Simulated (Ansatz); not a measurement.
# One shape, several levels: [BH4]− (SMILES [H][B-]([H])([H])[H])

Aim: a comparison of 6 runs (revPBE/3-21G, wB97M-V/6-31G, MP2/6-31G, UMP2/6-31G, CCSDT(Q)/6-31G, FCI/3-21G) of [BH4]−. 

The calculation is run with Ansatz 0.2.0.

## 1. The molecule

The species is [BH4]− (5 atoms), meant as a singlet with charge -1. As SMILES, `[H][B-]([H])([H])[H]`. The H3–B1 distance was set to 1.843 Å, away from the relaxed value. At this shape a bond of the SMILES string is far longer than usual.

Bond lengths: B1–H2 1.229 Å, B1–H4 1.229 Å, B1–H5 1.229 Å. Angles: H2–B1–H4 109.5°, H2–B1–H5 109.5°, H4–B1–H5 109.5°.

## 2. A single-point energy at revPBE/3-21G (run 1)

File in.yaml:

```yaml
crystal:
  periodic: [false, false, false]
  atoms:
    - {symbol: B, position_ang: [-0.577348, -0.006205, 0.210338]}
    - {symbol: H, position_ang: [-0.565468, -0.026595, 1.439508]}
    - {symbol: H, position_ang: [1.154650, 0.011840, -0.420810]}
    - {symbol: H, position_ang: [-1.164948, 1.001795, -0.177172]}
    - {symbol: H, position_ang: [-1.156278, -1.004895, -0.210302]}
basis:
  gaussian:
    orbitals: 3-21G.json
hamiltonian:
  xc: {name: revPBE}
accuracy: high
total_charge: -1
```

The basis set 3-21G is read from a file made from the Basis Set Exchange's data (not shown).

Launch:

```bash
$ ansatz run in.yaml --threads 1 --pin off --max-ram 2610MiB --events-out events.jsonl --progress --plain --runs-dir runs
```

What it wrote:

```text
Warning: RAYON_NUM_THREADS=1 ignored (pool sized by the plan → 1); use --threads N
Functional definition: revPBE
  name "revPBE"
  parameter kappa = 1.245
  parameter beta = 0.06672455060314922
  exchange = pbe_x(kappa = kappa, mu = beta*pi^2/3)
  correlation = pbe_c(beta = beta)
338 factors; integrals over basis functions are off by at most 3.6e-9 eV
mean field evaluation 1: about -735.3805 eV, gradient 5.9e0 eV
mean field evaluation 2: about -735.4226 eV, gradient 4.5e0 eV
mean field evaluation 4: about -735.5363 eV, gradient 2.5e-1 eV
mean field evaluation 8: about -735.5062 eV, gradient 4.3e-3 eV
mean field evaluation 16: about -735.5062 eV, gradient 3.3e-9 eV
mean field -735.50623653 eV, -27.0293556485 hartree, gradient 1.1e-8 eV, S^2 0.000000; 0 other end points of the search recorded, 0 dependent functions left out
reference -735.50623885 eV, -27.0293557339 hartree; 5, 5 occupied and 12, 12 virtual orbitals, 338 factors
Total energy: -735.50623885 eV, -27.0293557339 hartree
```

Run time: 0.5 s. Hardware: 1 thread of Arm Neoverse V2, shared host.

## 3. The energy at wB97M-V/6-31G (run 2)

File run.yaml:

```yaml
crystal:
  periodic: [false, false, false]
  atoms:
    - {symbol: B, position_ang: [-0.577348, -0.006205, 0.210338]}
    - {symbol: H, position_ang: [-0.565468, -0.026595, 1.439508]}
    - {symbol: H, position_ang: [1.154650, 0.011840, -0.420810]}
    - {symbol: H, position_ang: [-1.164948, 1.001795, -0.177172]}
    - {symbol: H, position_ang: [-1.156278, -1.004895, -0.210302]}
basis:
  gaussian:
    orbitals: 6-31G
total_charge: -1
magnetization:
  spin_polarized: false
hamiltonian:
  xc: {name: wB97M-V}
accuracy: high
```

Launch:

```bash
$ ansatz run run.yaml --threads 1 --pin off --max-ram 2610MiB --events-out events.jsonl --progress --plain --runs-dir runs
```

What it wrote, cut to the lines that bear on the results:

```text
Warning: RAYON_NUM_THREADS=1 ignored (pool sized by the plan → 1); use --threads N
Functional definition: wB97M-V
  name "wB97M-V"
[...]
  gx(w, u) = 1 - cx + cx01*u + cx10*w
  gss(w, u) = css00 + css04*u^4 + css10*w + css20*w^2 + css43*w^4*u^3
  gos(w, u) = cos00 + cos10*w + (cos20 + cos21*u)*w^2 + (cos60 + cos61*u)*w^6
[...]
      + integral(e_c_pw_mod_opposite_spin*gos(b97_w_opposite, b97_u_opposite)) + vv10(b, c)
414 factors; integrals over basis functions are off by at most 3.1e-9 eV
175 factors; integrals over basis functions are off by at most 1.6e-9 eV
[...]
mean field -738.48753517 eV, -27.1389163526 hartree, gradient 5.5e-9 eV, S^2 0.000000; 0 other end points of the search recorded, 0 dependent functions left out
reference -738.48753777 eV, -27.1389164481 hartree; 5, 5 occupied and 12, 12 virtual orbitals, 414 factors
Total energy: -738.48753777 eV, -27.1389164481 hartree
```

Run time: 6.9 s. Hardware: 1 thread of Arm Neoverse V2, shared host; peak memory 0.2 GiB.

## 4. The energy at MP2/6-31G (run 3)

Edit in.yaml of step 2 so:

```diff
@@ -10,6 +10,7 @@
   gaussian:
-    orbitals: 3-21G.json
-hamiltonian:
-  xc: {name: revPBE}
+    orbitals: 6-31G
+total_charge: -1
+correlation:
+  method: mp2
+  frozen_orbitals: {B: 1, H: 0}
 accuracy: high
-total_charge: -1
```

Launch:

```bash
$ ansatz run in.yaml --threads 1 --pin off --max-ram 2610MiB --events-out events.jsonl --progress --plain --runs-dir runs
```

What it wrote:

```text
Warning: RAYON_NUM_THREADS=1 ignored (pool sized by the plan → 1); use --threads N
Functional definition: HF
  name "HF"
  exchange = exact_x
  correlation = 0
414 factors; integrals over basis functions are off by at most 3.1e-9 eV
mean field evaluation 1: about -731.3282 eV, gradient 1.2e1 eV
mean field evaluation 2: about -731.3242 eV, gradient 1.2e1 eV
mean field evaluation 4: about -732.0673 eV, gradient 9.4e-1 eV
mean field evaluation 8: about -732.0716 eV, gradient 7.6e-7 eV
mean field -732.07160947 eV, -26.9031354320 hartree, gradient 2.3e-8 eV, S^2 0.000000; 0 other end points of the search recorded, 0 dependent functions left out
1 core orbitals not correlated: weight in the atoms' cores, before any rotation towards them, 1.000 or more for the frozen orbitals, at most 0.000 for the correlated occupied ones
reference -732.07160947 eV, -26.9031354320 hartree; 4, 4 occupied and 12, 12 virtual orbitals, 414 factors
second order -2.10674362 eV of doubles, -0.00000000 eV of singles
Total energy: -734.17835309 eV, -26.9805568319 hartree
```

Wall time 0.1 s (1 thread of Arm Neoverse V2, shared host).

Runs 4 to 5 aren't shown in full; the table further down has their settings and results.

## 5. A single-point energy at FCI/3-21G (run 6)

Edit run.yaml of step 3 so:

```diff
@@ -10,8 +10,7 @@
   gaussian:
-    orbitals: 6-31G
+    orbitals: 3-21G.json
 total_charge: -1
-magnetization:
-  spin_polarized: false
-hamiltonian:
-  xc: {name: wB97M-V}
+correlation:
+  method: fci
+  frozen_orbitals: {B: 1, H: 0}
 accuracy: high
```

The basis set 3-21G is read from a file made from the Basis Set Exchange's data (not shown).

Launch:

```bash
$ ansatz run run.yaml --threads 1 --pin off --max-ram 2610MiB --events-out events.jsonl --progress --plain --runs-dir runs
```

What it wrote:

```text
Warning: RAYON_NUM_THREADS=1 ignored (pool sized by the plan → 1); use --threads N
Functional definition: HF
  name "HF"
  exchange = exact_x
  correlation = 0
338 factors; integrals over basis functions are off by at most 3.6e-9 eV
mean field evaluation 1: about -727.5799 eV, gradient 1.2e1 eV
mean field evaluation 2: about -727.5709 eV, gradient 1.2e1 eV
mean field evaluation 4: about -728.2297 eV, gradient 8.3e-1 eV
mean field evaluation 8: about -728.2326 eV, gradient 5.6e-5 eV
mean field -728.23261469 eV, -26.7620549762 hartree, gradient 2.2e-8 eV, S^2 0.000000; 0 other end points of the search recorded, 0 dependent functions left out
1 core orbitals not correlated: weight in the atoms' cores, before any rotation towards them, 1.000 or more for the frozen orbitals, at most 0.000 for the correlated occupied ones
reference -728.23261469 eV, -26.7620549762 hartree; 4, 4 occupied and 12, 12 virtual orbitals, 338 factors
state -731.06274248 eV, -26.8660602540 hartree
Total energy: -731.06274248 eV, -26.8660602540 hartree
```

It took 11 s on 1 thread of Arm Neoverse V2, shared host; peak memory 0.32 GiB.

## 6. The series

```csv
run,level,frozen core orbitals,energy (Eh),wall time
1,revPBE/3-21G,–,-27.029356,0.5 s
2,wB97M-V/6-31G,–,-27.138916,6.9 s
3,MP2/6-31G,1,-26.980557,0.1 s
4,UMP2/6-31G,1,-26.980557,0.1 s
5,CCSDT(Q)/6-31G,1,-27.007672,0.32 s
6,FCI/3-21G,1,-26.866060,11 s
```

## 7. Results

| quantity | value |
| --- | --- |
| run 6: total energy | -26.86606 Eh |
| run 6: correlation energy (1 core orbital frozen) | -104.0 mEh |

Totals of different functionals can't be ranked against each other. All runs together took 19 s, the longest 11 s.
